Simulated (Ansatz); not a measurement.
A calculation with Ansatz (development build ahead of 0.2.0).

```yaml
crystal:
  periodic: [false, false, false]
  atoms:
    - { symbol: C, position_ang: [0.0, 0.0, -1.02164] }
    - { symbol: S, position_ang: [0.0, 0.0, 0.58471] }
    - { symbol: H, position_ang: [0.0, -0.92972, -1.61278] }
    - { symbol: H, position_ang: [0.0, 0.92972, -1.61278] }
basis:
  gaussian: { orbitals: cc-pVDZ }
hamiltonian:
  xc: hf
correlation:
  method: mp2
  frozen_orbitals: { C: 1, H: 0, S: 5 }
```

The input is written out in the form of the current development build from the run's settings.

The run gave:

```json
{"Converged": "yes", "Reference energy": "-436.52889 hartree", "Correlation energy": "-0.26658 hartree", "Total energy": "-436.79547 hartree", "Spin squared of the determinant": "0.000"}
```
